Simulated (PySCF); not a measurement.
**Basis set benchmark on one molecule**

Molecule: `F/C=C/F`, C₂H₂F₂.

Molfile (atoms numbered from 1):
```
C2H2F2
     RDKit          3D

  6  5  0  0  0  0  0  0  0  0999 V2000
    0.8302   -0.6016   -1.4354 F   0  0  0  0  0  0  0  0  0  0  0  0
    0.4237    0.2107   -0.4665 C   0  0  0  0  0  0  0  0  0  0  0  0
   -0.4237   -0.2107    0.4665 C   0  0  0  0  0  0  0  0  0  0  0  0
   -0.8302    0.6016    1.4354 F   0  0  0  0  0  0  0  0  0  0  0  0
    0.8350    1.2227   -0.5055 H   0  0  0  0  0  0  0  0  0  0  0  0
   -0.8350   -1.2227    0.5055 H   0  0  0  0  0  0  0  0  0  0  0  0
  1  2  1  0
  2  3  2  0
  3  4  1  0
  2  5  1  0
  3  6  1  0
M  END
```

Geometry PBE0-D3(BJ)/def2-SVP throughout; GIAO in PySCF 2.14, gas phase, one conformer, non-relativistic; equivalent atoms averaged; functional PBE0.

Reference values (CCSD(T)/13s9p4d3f; gas (isolated, no vibration); M. E. Harding, PhD thesis, Mainz 2008 (Harding, Lenhart, Auer, Gauss, JCP 2008, 128, 244111)): σ(F1/F4) = 397.7 ppm.

Q: How do the basis sets STO-3G, 6-31G, pcSseg-0, 6-31G*, def2-SVP, cc-pVDZ, pcSseg-1, aug-cc-pVDZ, 6-311+G(2d,p), def2-TZVP, cc-pVTZ, IGLO-III, pcSseg-2 perform against the reference? Times are CPU seconds on shared hosts with different chips, so compare them loosely.

A: 
```
    basis set  functions  F1/F4  abs. error F  core-s
       STO-3G         22  358.1          39.6     0.8
        6-31G         40  361.5          36.2     1.4
     pcSseg-0         40  360.7          37.0     1.8
       6-31G*         60  372.8          24.9     1.8
     def2-SVP         66  374.1          23.6       2
      cc-pVDZ         66  370.8          26.9     2.7
     pcSseg-1         78  363.6          34.1     4.2
  aug-cc-pVDZ        110  377.7          20.0     4.4
6-311+G(2d,p)        120  369.5          28.2     3.8
    def2-TZVP        136  368.3          29.4     4.7
      cc-pVTZ        148  366.7          31.0     6.4
     IGLO-III        160  368.7          29.0     6.6
     pcSseg-2        172  367.7          30.0      12
```

For ¹⁹F the closest is aug-cc-pVDZ (20.0 ppm) and the furthest STO-3G (39.6 ppm). Where a smaller basis beats a larger one, errors probably cancel; the largest sets show where the functional converges. One molecule is a small sample, and the reference may use another geometry.

A small basis that lands close on one nucleus may do so by chance; judge by the trend and by all nuclei.
